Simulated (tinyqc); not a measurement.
Worked calculation: CCSD on RHF in the sto-3g basis, frozen core, for HF, spin multiplicity 1. One step of it, computed by the program tinyqc.

Task: Iteration 1: building the Fock matrix. J_ij = sum D_kl (ij|kl), K_ij = sum D_kl (ik|jl); F = H + J - 0.5 K; E = tr D H + tr D J / 2 - 0.25 tr D K + E_nn.

D at the start:
```
            1F 1s      1F 2s    1F 2px    1F 2py     1F 2pz      2H 1s
1F 1s    2.156757  -0.504639  0.000000  0.000000   0.016340  -0.016563
1F 2s   -0.504639   2.132022  0.000000  0.000000  -0.092873   0.041265
1F 2px   0.000000   0.000000  1.637006  0.000000   0.000000   0.000000
1F 2py   0.000000   0.000000  0.000000  1.637006   0.000000   0.000000
1F 2pz   0.016340  -0.092873  0.000000  0.000000   1.508924   0.163958
2H 1s   -0.016563   0.041265  0.000000  0.000000   0.163958   1.022520
```

core Hamiltonian H = T + V (hartree):
```
             1F 1s       1F 2s     1F 2px     1F 2py     1F 2pz      2H 1s
1F 1s   -40.587359   -9.523501   0.000000   0.000000  -0.014299  -1.884703
1F 2s    -9.523501  -11.061897   0.000000   0.000000  -0.172050  -3.923171
1F 2px    0.000000    0.000000  -8.722349   0.000000   0.000000   0.000000
1F 2py    0.000000    0.000000   0.000000  -8.722349   0.000000   0.000000
1F 2pz   -0.014299   -0.172050   0.000000   0.000000  -8.832357  -2.564389
2H 1s    -1.884703   -3.923171   0.000000   0.000000  -2.564389  -5.331701
```

Two-electron integrals (ij|kl) in chemists' order, unique and non-zero (hartree):
```
(11|11) 5.403501   (21|11) 0.841920   (21|21) 0.156299   (22|11) 1.268028
(22|21) 0.292344   (22|22) 0.926167   (31|31) 0.027998   (32|31) 0.043169
(32|32) 0.204588   (33|11) 1.264502   (33|21) 0.292403   (33|22) 0.925959
(33|33) 0.997514   (41|41) 0.027998   (42|41) 0.043169   (42|42) 0.204588
(43|43) 0.053770   (44|11) 1.264502   (44|21) 0.292403   (44|22) 0.925959
(44|33) 0.889973   (44|44) 0.997514   (51|51) 0.027998   (52|51) 0.043169
(52|52) 0.204588   (53|53) 0.053770   (54|54) 0.053770   (55|11) 1.264502
(55|21) 0.292403   (55|22) 0.925959   (55|33) 0.889973   (55|44) 0.889973
(55|55) 0.997514   (61|11) 0.168038   (61|21) 0.030914   (61|22) 0.057394
(61|33) 0.057309   (61|44) 0.057309   (61|51) 0.001264   (61|52) 0.002360
(61|55) 0.057573   (61|61) 0.006177   (62|11) 0.405637   (62|21) 0.094690
(62|22) 0.332402   (62|33) 0.327681   (62|44) 0.327681   (62|51) 0.006419
(62|52) 0.049132   (62|55) 0.341528   (62|61) 0.018973   (62|62) 0.144149
(63|31) 0.010151   (63|32) 0.059242   (63|53) 0.010461   (63|63) 0.021882
(64|41) 0.010151   (64|42) 0.059242   (64|54) 0.010461   (64|64) 0.021882
(65|11) 0.267303   (65|21) 0.063228   (65|22) 0.237692   (65|33) 0.227371
(65|44) 0.227371   (65|51) 0.013918   (65|52) 0.092813   (65|55) 0.258067
(65|61) 0.013228   (65|62) 0.126321   (65|65) 0.131786   (66|11) 0.539935
(66|21) 0.128116   (66|22) 0.517075   (66|33) 0.498948   (66|44) 0.498948
(66|51) 0.011470   (66|52) 0.121816   (66|55) 0.552719   (66|61) 0.025864
(66|62) 0.280646   (66|65) 0.285646   (66|66) 0.774606
```

nuclear repulsion = 5.06120606 hartree

Give: Coulomb J; exchange K; Fock matrix F; total energy of this density.

Result:

Coulomb J (hartree):
```
          1F 1s   1F 2s  1F 2px  1F 2py  1F 2pz   2H 1s
1F 1s   20.2235  3.8384  0.0000  0.0000  0.0097  0.7598
1F 2s    3.8384  9.4754  0.0000  0.0000  0.1224  3.4069
1F 2px   0.0000  0.0000  9.4489  0.0000  0.0000  0.0000
1F 2py   0.0000  0.0000  0.0000  9.4489  0.0000  0.0000
1F 2pz   0.0097  0.1224  0.0000  0.0000  9.5013  2.4818
2H 1s    0.7598  3.4069  0.0000  0.0000  2.4818  5.4910
```

exchange K (hartree):
```
          1F 1s   1F 2s  1F 2px  1F 2py  1F 2pz   2H 1s
1F 1s   11.2752  1.9467  0.0000  0.0000  0.0135  0.4237
1F 2s    1.9467  3.1830  0.0000  0.0000  0.1115  1.3596
1F 2px   0.0000  0.0000  2.2855  0.0000  0.0000  0.0000
1F 2py   0.0000  0.0000  0.0000  2.2855  0.0000  0.0000
1F 2pz   0.0135  0.1115  0.0000  0.0000  2.3608  0.9017
2H 1s    0.4237  1.3596  0.0000  0.0000  0.9017  1.4570
```

Fock matrix F (hartree):
```
           1F 1s    1F 2s   1F 2px   1F 2py   1F 2pz    2H 1s
1F 1s   -26.0015  -6.6584   0.0000   0.0000  -0.0114  -1.3367
1F 2s    -6.6584  -3.1780   0.0000   0.0000  -0.1054  -1.1961
1F 2px    0.0000   0.0000  -0.4162   0.0000   0.0000   0.0000
1F 2py    0.0000   0.0000   0.0000  -0.4162   0.0000   0.0000
1F 2pz   -0.0114  -0.1054   0.0000   0.0000  -0.5115  -0.5334
2H 1s    -1.3367  -1.1961   0.0000   0.0000  -0.5334  -0.5692
```

total energy of this density = -99.427380 hartree

This density is the starting one; it is not idempotent, so its energy is not variational and may lie below the converged one.
